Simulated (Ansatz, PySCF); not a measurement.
Constitutional and geometric isomers with formula C2H3N. Isolated molecules, 0 K electronic values unless said otherwise. Strings in code marks are SMILES.

Quantity: electronic energy of isomers of C2H3N relative to `CC#N`, in kJ/mol.

Level 1: frozen-core CCSD(T)/cc-pVQZ // r2SCAN-D4/def2-TZVP (Ansatz, a quantum-chemistry and plane-wave program)
Level 2: PBE-D3(BJ)/def2-TZVP // r2SCAN-D4/def2-TZVP (PySCF)
Level 3: frozen-core MP2/cc-pVQZ // r2SCAN-D4/def2-TZVP (Ansatz)
Level 4: B3LYP/6-311+G** // r2SCAN-D4/def2-TZVP (PySCF)

```json
[
 {"species": "`C=C=N`", "level 1": "118.2", "level 2": "87.5", "level 3": "127.6", "level 4": "99.9"},
 {"species": "`C#CN`", "level 1": "178.4", "level 2": "167.6", "level 3": "178.9", "level 4": "169.2"}
]
```
